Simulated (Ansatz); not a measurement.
Species: NO, charge -1, multiplicity 1. 
Geometry from a B3LYP-D3(BJ)/def2-TZVP (Ansatz, a program for electronic structure) optimisation:
```xyz
2

N      0.0000     0.0000    -0.6716
O      0.0000     0.0000     0.5876
```
Charge -1, spin multiplicity 1.

Basis-set convergence of Hartree-Fock and MP2 correlation energies (hartree) with Ansatz. Valence correlation only, unless marked. No spin-orbit coupling. No relativistic terms.

The Hartree-Fock reference is unstable (checked in the largest basis), which strains HF and MP2. 

| basis | functions | E(HF) | E(corr, MP2) |
|---|---|---|---|
| def2-SVPD | 43 | -129.05532 | -0.35791 |
| def2-TZVPPD | 77 | -129.21121 | -0.43549 |
| def2-QZVPPD | 129 | -129.21814 | -0.46842 |

Extrapolating the two largest sets (X = 3 and 4) as X^-3: E(corr) = (64·(-0.46842) - 27·(-0.43549))/37 = -0.4924 Eh, an estimate of the basis-set limit. The largest set recovers 95.1 % of it, the smallest 72.7 %.
